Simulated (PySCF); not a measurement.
**CCSDTQ/STO-3G run of H2S2 (SMILES SS)**

What is the energy change on altering one bond length of H2S2 at CCSDTQ/STO-3G? 

Program for the calculation: PySCF 2.14.0.

11 further runs of the same task are left out: 11 set aside as unsound or not needed.

**1. Starting point**

The species is H2S2 (4 atoms), meant as a singlet with charge 0. SMILES: `SS`. Geometry: relaxed at PBE0-D4/def2-TZVP.

Bond lengths: S1–S2 2.046 Å, S1–H3 1.347 Å, S2–H4 1.347 Å. Angles: S1–S2–H4 98.6°, S2–S1–H3 98.6°.

**2. The energy at CCSDTQ/STO-3G**

File job.py:

```python
from pyscf import gto, cc

molecule = gto.M(
    atom='''
S      1.482452    -1.491391     0.314998
S      0.113799     2.119441     0.127292
H     -0.425982    -2.556025     1.619269
H     -1.170288     1.927993    -2.061597
''',
    verbose=3,
    basis='sto-3g',
    max_memory=1860,
    spin=0,
    charge=0,
    unit='bohr',
)

myscf = molecule.RHF()
myscf.conv_tol = 1e-10
myscf.kernel()
if not myscf.converged:
    myscf = myscf.newton().run(myscf.mo_coeff, myscf.mo_occ)

mycc = cc.CCSDTQ(myscf, frozen=10)
mycc.kernel()
energy = mycc.e_tot
print('E(%s) = %.9f' % ('CCSDTQ', energy))
```

Launch:

```console
$ OMP_NUM_THREADS=1 python job.py
```

What it wrote:

```text
converged SCF energy = -787.490467232116
_make_eris_incore_RCCSDTQ
RCCSDTQ converged
E(RCCSDTQ) = -787.5598526622846   E_corr = -0.06938543016883135
E_corr(same-spin) = -0.00173138680118807
E_corr(oppo-spin) = -0.0676540433676433
E(CCSDTQ) = -787.559852662
```

It took 2.6 s on 1 thread of Arm Neoverse V1, shared host; peak memory 0.12 GiB.

**3. The distorted shape, same level**

File run.py:

```python
from pyscf import gto, scf, cc

mol = gto.M(
    atom=[
    ('S', (1.289444, -0.507512, -0.178415)),
    ('S', (0.565184, 1.403258, -0.277745)),
    ('H', (-0.225420, -1.352590, 0.856880)),
    ('H', (-0.114326, 1.301948, -1.436055)),
],
    verbose=4,
    basis='sto-3g',
    spin=0,
    max_memory=1860,
)

hf = scf.RHF(mol)
hf.conv_tol = 1e-10
hf.kernel()
if not hf.converged:
    hf = hf.newton().run(hf.mo_coeff, hf.mo_occ)

mycc = cc.CCSDTQ(hf, frozen=10)
mycc.kernel()
etot = mycc.e_tot
print('Final energy', etot)
```

Launch:

```console
$ OMP_NUM_THREADS=1 python run.py
```

What it wrote:

```text
PySCF version 2.14.0

[INPUT] num. atoms = 4
[INPUT] num. electrons = 34
[INPUT] charge = 0
[INPUT] spin (= nelec alpha-beta = 2S) = 0
[INPUT] symmetry False subgroup None
[INPUT] Mole.unit = angstrom
[INPUT] Symbol           X                Y                Z      unit          X                Y                Z       unit  Magmom
[INPUT]  1 S      1.289444000000  -0.507512000000  -0.178415000000 AA    2.436696012964  -0.959058684930  -0.337155486514 Bohr   0.0
[INPUT]  2 S      0.565184000000   1.403258000000  -0.277745000000 AA    1.068042969986   2.651773302105  -0.524861982467 Bohr   0.0
[INPUT]  3 H     -0.225420000000  -1.352590000000   0.856880000000 AA   -0.425982062999  -2.556024658825   1.619268521617 Bohr   0.0
[INPUT]  4 H     -0.114326000000   1.301948000000  -1.436055000000 AA   -0.216044828917   2.460325148425  -2.713750649812 Bohr   0.0

nuclear repulsion = 82.8326125643555
number of shells = 12
number of NR pGTOs = 60
number of NR cGTOs = 20
basis = sto-3g
ecp = {}

******** <class 'pyscf.scf.hf.RHF'> ********
method = RHF
initial guess = minao
damping factor = 0
level_shift factor = 0
DIIS = <class 'pyscf.scf.diis.CDIIS'>
diis_start_cycle = 1
diis_space = 8
diis_damp = 0
SCF conv_tol = 1e-10
SCF conv_tol_grad = None
SCF max_cycles = 50
direct_scf = True
direct_scf_tol = 1e-13
Set gradient conv threshold to 1e-05
Initial guess from minao.
init E= -786.683154853828
  HOMO = -0.227770326859144  LUMO = -0.00361935650205858  gap/eV = 6.09946
cycle= 1 E= -787.320217893053  delta_E= -0.637  |g|= 0.227  |ddm|= 2.58
  HOMO = -0.210075470368344  LUMO = 0.181710184900968  gap/eV = 10.66103
cycle= 2 E= -787.351018293587  delta_E= -0.0308  |g|= 0.0611  |ddm|= 0.616
  HOMO = -0.24600113428902  LUMO = 0.188912032111951  gap/eV = 11.83459
cycle= 3 E= -787.353487398123  delta_E= -0.00247  |g|= 0.0139  |ddm|= 0.163
  HOMO = -0.251185883537329  LUMO = 0.191170091719496  gap/eV = 12.03712
cycle= 4 E= -787.353664236972  delta_E= -0.000177  |g|= 0.0041  |ddm|= 0.038
  HOMO = -0.251242053003446  LUMO = 0.190488439281595  gap/eV = 12.02010
cycle= 5 E= -787.353687808527  delta_E= -2.36e-05  |g|= 0.00118  |ddm|= 0.0175
  HOMO = -0.251526629266943  LUMO = 0.190908698445505  gap/eV = 12.03928
cycle= 6 E= -787.353690005227  delta_E= -2.2e-06  |g|= 0.000134  |ddm|= 0.00669
  HOMO = -0.251562108112601  LUMO = 0.190942656706102  gap/eV = 12.04117
cycle= 7 E= -787.353690028384  delta_E= -2.32e-08  |g|= 3.07e-05  |ddm|= 0.000654
  HOMO = -0.251560544435317  LUMO = 0.190934811028793  gap/eV = 12.04091
cycle= 8 E= -787.353690029739  delta_E= -1.36e-09  |g|= 8.51e-06  |ddm|= 0.000153
  HOMO = -0.251560984872382  LUMO = 0.190936706401555  gap/eV = 12.04098
cycle= 9 E= -787.353690029856  delta_E= -1.18e-10  |g|= 1.15e-06  |ddm|= 5.25e-05
  HOMO = -0.251560782460098  LUMO = 0.190935764592415  gap/eV = 12.04094
cycle= 10 E= -787.353690029857  delta_E= -6.82e-13  |g|= 3.08e-07  |ddm|= 5.82e-06
  HOMO = -0.2515607860074  LUMO = 0.190935730737985  gap/eV = 12.04094
Extra cycle  E= -787.353690029858  delta_E= -7.96e-13  |g|= 1.43e-07  |ddm|= 9.77e-07
converged SCF energy = -787.353690029858

******** <class 'pyscf.cc.rccsdtq.RCCSDTQ'> ********
RCCSDTQ nocc = 7, nmo = 10
Allocating only the i<=j<=k<=l part of the T4 amplitude in memory
frozen orbitals 10
max_cycle = 50
conv_tol = 1e-07
conv_tol_normt = 1e-06
diis with the T4 amplitude
diis_space = 6
diis_start_cycle = 0
diis_start_energy_diff = 1e+09
einsum_backend: numpy
_make_eris_incore_RCCSDTQ
blksize  4
Approximate memory usage estimate
    T4 memory                 133 KB
    R4 memory                 133 KB
    Symmetrized T4 memory     106 KB
    ERIs memory              78.1 KB
    T1-ERIs memory           78.1 KB
    Intermediates memory     62.0 KB
    Block workspace           324 KB
    T4 einsum buffer          324 KB
Init t2, MP2 energy = -787.431956452825  E_corr(MP2) -0.078266422967
Init E_corr(RCCSDTQ) = -0.0782664229666335
cycle =  1  E_corr(RCCSDTQ) = -0.104058435765  dE = -2.579201279818e-02  norm(d tamps) = 1.03635098e-01
cycle =  2  E_corr(RCCSDTQ) = -0.115390915230  dE = -1.133247946513e-02  norm(d tamps) = 5.04890476e-02
cycle =  3  E_corr(RCCSDTQ) = -0.122730095136  dE = -7.339179905659e-03  norm(d tamps) = 2.57974105e-02
cycle =  4  E_corr(RCCSDTQ) = -0.124899591565  dE = -2.169496429856e-03  norm(d tamps) = 1.30920317e-02
cycle =  5  E_corr(RCCSDTQ) = -0.124720380957  dE =  1.792106081252e-04  norm(d tamps) = 4.34299526e-03
cycle =  6  E_corr(RCCSDTQ) = -0.124875375372  dE = -1.549944142418e-04  norm(d tamps) = 1.50975592e-03
cycle =  7  E_corr(RCCSDTQ) = -0.124915789089  dE = -4.041371730476e-05  norm(d tamps) = 7.56871421e-04
cycle =  8  E_corr(RCCSDTQ) = -0.124876729651  dE =  3.905943769741e-05  norm(d tamps) = 3.11828463e-04
cycle =  9  E_corr(RCCSDTQ) = -0.124871213338  dE =  5.516312898607e-06  norm(d tamps) = 1.36709583e-04
cycle = 10  E_corr(RCCSDTQ) = -0.124875568008  dE = -4.354669711465e-06  norm(d tamps) = 5.94149059e-05
cycle = 11  E_corr(RCCSDTQ) = -0.124876741694  dE = -1.173686097491e-06  norm(d tamps) = 2.90537572e-05
cycle = 12  E_corr(RCCSDTQ) = -0.124877452016  dE = -7.103218484517e-07  norm(d tamps) = 9.81012888e-06
cycle = 13  E_corr(RCCSDTQ) = -0.124877214961  dE =  2.370548023573e-07  norm(d tamps) = 4.81828876e-06
cycle = 14  E_corr(RCCSDTQ) = -0.124877231987  dE = -1.702604107701e-08  norm(d tamps) = 2.55965256e-06
cycle = 15  E_corr(RCCSDTQ) = -0.124877122012  dE =  1.099752488243e-07  norm(d tamps) = 1.34388969e-06
cycle = 16  E_corr(RCCSDTQ) = -0.124877078409  dE =  4.360286899596e-08  norm(d tamps) = 6.89513770e-07
RCCSDTQ converged
E(RCCSDTQ) = -787.478567108267   E_corr = -0.1248770784090567
E_corr(same-spin) = -0.00374009122248151
E_corr(oppo-spin) = -0.121136987186575
Final energy -787.478567108267
```

Run time: 3.3 s. Hardware: 1 thread of Arm Neoverse V1, shared host; peak memory 0.11 GiB.

**4. Results**

At CCSDTQ/STO-3G, 10 core orbitals frozen:

| quantity | value |
| --- | --- |
| first shape: total energy | -787.55985 Eh |
| first shape: dipole moment (Hartree–Fock density) | 1.13 D |
| first shape: HOMO energy (Hartree–Fock orbitals) | -7.41 eV |
| first shape: LUMO energy (Hartree–Fock orbitals) | 9.33 eV |
| first shape: HOMO–LUMO gap (Hartree–Fock orbitals) | 16.74 eV |
| first shape: correlation energy (10 core orbitals frozen) | -69.4 mEh |
| first shape: T1 diagnostic | 0.006 |
| distorted shape: total energy | -787.47857 Eh |
| distorted shape: dipole moment (Hartree–Fock density) | 0.85 D |
| distorted shape: HOMO energy (Hartree–Fock orbitals) | -6.85 eV |
| distorted shape: LUMO energy (Hartree–Fock orbitals) | 5.20 eV |
| distorted shape: HOMO–LUMO gap (Hartree–Fock orbitals) | 12.04 eV |
| distorted shape: correlation energy (10 core orbitals frozen) | -124.9 mEh |
| distorted shape: T1 diagnostic | 0.013 |
| energy change with the S1–H3 bond stretched from 1.347 to 2.020 Å | 2.212 eV |

With the S1–H3 bond stretched from 1.347 to 2.020 Å the energy rises by 2.21 eV (51 kcal/mol). The first shape isn't relaxed at this level, so the change isn't measured from a minimum. The minimal basis adds a large error of its own.
